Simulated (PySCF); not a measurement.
Gas-phase reaction: 2 C2H2 (acetylene) + 2 C4H10 (isobutane) = 3 C4H8 (isobutene)

Energies from PySCF, thermal terms from the rigid-rotor harmonic-oscillator model, ideal gas at 1 bar. Table values come from the NASA 1993 polynomials. † marks an energy on the PBE0/def2-TZVP geometry and frequencies; other levels use their own. 6-31G* has spherical d functions here. All species are closed-shell singlets.

ωB97X-V/def2-TZVP† gives ΔH°(298 K) = -262.2 kJ.

**Question.** What does HF/6-31G* give, and where does the table lie?

**Answer.** HF/6-31G*: -246.5 kJ. Table: -237.7 kJ.
